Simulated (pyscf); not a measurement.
Elementary routes open to GaH [singlet] + HO–SiH₃ in the gas phase (singlet surface):
A. H₃Si–O–GaH₂ (H–O broken; Ga–O, Ga–H formed)
B. H₃Si–O–Ga [singlet] + H₂ (Ga–H, H–O broken; Ga–O, H–H formed)

PySCF, gas phase, ωB97X-D3(BJ)/def2-SVP geometries.

Question: Rank the routes by free-energy barrier at 600 K, lowest first, for ωB97M-D3(BJ)/def2-TZVP energies (ideal gas, 1 atm, RRHO with modes under 100 cm⁻¹ raised to 100, one conformer, R ln 2 for chiral ones without a mode under 150 cm⁻¹).

Answer: B (16.0 kcal/mol), A (42.1 kcal/mol)

Route B is the fastest of these, ahead of the next by 26.1 kcal/mol. The most stable products are those of B (ΔG = -32.7 kcal/mol), so kinetics and thermodynamics agree. At 1200 K B is still the fastest. A: On the reactant side the descent ends in an adduct with a Ga–O contact, 11.5 kcal/mol under the separated species and 35.0 kcal/mol under the saddle at ωB97X-D3(BJ)/def2-TZVP. B: On the reactant side the descent ends in a bound adduct, 10.0 kcal/mol under the separated species and 7.5 kcal/mol under the saddle at ωB97X-D3(BJ)/def2-TZVP. Only these routes are compared; each barrier is that of the saddle found, and lower ones may exist. Elements up to Kr have no core potential and no relativistic terms here.
